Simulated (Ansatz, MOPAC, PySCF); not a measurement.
Species: C$_{3}$H$_{7}$O, net charge 0, doublet state. SMILES: CC(C)[O]
Geometry from a B3LYP-D3(BJ)/def2-TZVP (Ansatz, a first-principles code) optimisation:
```xyz
11

O      0.0945     1.4245    -0.0606
C      0.0085     0.1079     0.3000
H      0.0184     0.1828     1.4108
C     -1.3211    -0.5346    -0.1092
C      1.2376    -0.7048    -0.1206
H     -1.3754    -0.6084    -1.1970
H      1.2721    -0.7845    -1.2088
H     -2.1575     0.0707     0.2384
H      2.1499    -0.2158     0.2192
H     -1.4118    -1.5395     0.3062
H      1.1981    -1.7131     0.2946
```
Charge 0, spin multiplicity 2.

Unscaled harmonic wavenumbers (cm⁻¹) in rising order, each level at the stationary point that it reaches from this structure (no distance between atoms moves by over 0.3 Å); the order of modes can differ between levels, and a negative number is imaginary. B3LYP-D3(BJ)/def2-TZVP (PySCF, at the structure above): 192, 236, 360, 393, 452, 807, 886, 915, 978, 1041, 1063, 1157, 1200, 1245, 1387, 1409, 1480, 1484, 1494, 1502, 2823, 3034, 3041, 3099, 3105, 3119, 3121.

PM6 (MOPAC): 102, 133, 352, 404, 430, 921, 930, 963, 964, 985, 1094, 1112, 1215, 1241, 1246, 1249, 1252, 1258, 1322, 1335, 2558, 2692, 2696, 2701, 2704, 2789, 2793. Zero-point energy 53.5 against 58.6 kcal/mol; where all levels lie over 400 cm⁻¹, the wavenumbers are on average 0.939 times those of B3LYP-D3(BJ)/def2-TZVP.

PM7 (MOPAC): 112, 142, 357, 421, 453, 924, 966, 1000, 1009, 1041, 1147, 1153, 1174, 1285, 1289, 1293, 1297, 1322, 1389, 1404, 2577, 2675, 2679, 2682, 2686, 2782, 2785. Zero-point energy 54.4 against 58.6 kcal/mol; where all levels lie over 400 cm⁻¹, the wavenumbers are on average 0.962 times those of B3LYP-D3(BJ)/def2-TZVP.

HF/3-21G (Ansatz): 222, 257, 338, 377, 472, 833, 988, 1016, 1020, 1169, 1197, 1312, 1429, 1437, 1565, 1582, 1652, 1659, 1666, 1677, 3198, 3203, 3209, 3263, 3273, 3279, 3281. Zero-point energy 63.7 against 58.6 kcal/mol; where all levels lie over 400 cm⁻¹, the wavenumbers are on average 1.098 times those of B3LYP-D3(BJ)/def2-TZVP.
